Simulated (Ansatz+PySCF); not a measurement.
Values are calculated unless marked as measured or tabulated.
Several solutions for singlet NaCl

```xyz
2

Na    0.0000    0.0000   -2.8395
Cl    0.0000    0.0000    1.8373
```

Basis set: STO-3G (spherical functions). Charge 0, multiplicity 1.

CASSCF(6,6) was run from several starts with Ansatz (development build ahead of 0.2.0) and PySCF 2.14.0. The starts are those of the Hartree–Fock orbitals from which the active space was taken at the frontier.

```
run  program                        start  converged  energy (hartree)  <S²>
  A    PySCF             program defaults        yes        -614.37825  0.00
  B   Ansatz      atomic start, no search        yes        -614.40775  0.00
  C   Ansatz  search for the lowest state        yes        -614.40775  0.00
  D   Ansatz      stability test followed        yes        -614.40775  0.00
```

Problem. Which runs reached the lowest solution of this kind, and what is wrong with the others?

Solution. B, C, D reached the lowest solution found. Converged but too high: A by 0.80 eV. Convergence only shows a stationary point; in CASSCF the end hangs on which orbitals enter the active space. Caution: other starts end on other solutions of this active space.
